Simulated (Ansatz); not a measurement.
**Diamond-structure Si**

The numbers are results of PBE-D4 in Ansatz (plane waves, PAW), not measurements.

Run with plane-wave cutoff 500 eV, 10×10×10 k mesh, gaussian smearing 0.02 eV, scalar-relativistic PAW data made under PBE.

Cell (relaxed at this level):

Space group Fd-3m, origin choice 1 (No. 227); a = b = c = 5.420 Å, α = β = γ = 90.00°

| atom | site | symmetry | x | y | z |
|---|---|---|---|---|---|
| Si | 8b | -43m | 0.5000 | 0.5000 | 0.5000 |
(The calculation used a cell of 2 atoms; values per cell refer to that cell.)

```
Property                        Value
--------  ---------------------------
band gap  0.57 eV (on the SCF k mesh)
```

Measured, for comparison: band gap 1.23 eV (zero-point renormalisation of 0.06 eV added back here (the table's ZPR column); inputs from Chen et al. (2018), doi:10.1103/physrevmaterials.2.073803). Computed (rounded) less measured: band gap -0.66 eV.

Static lattice: no zero-point or thermal effects.

It cost roughly 6 core-seconds of CPU time.

Ansatz is an electronic-structure program.
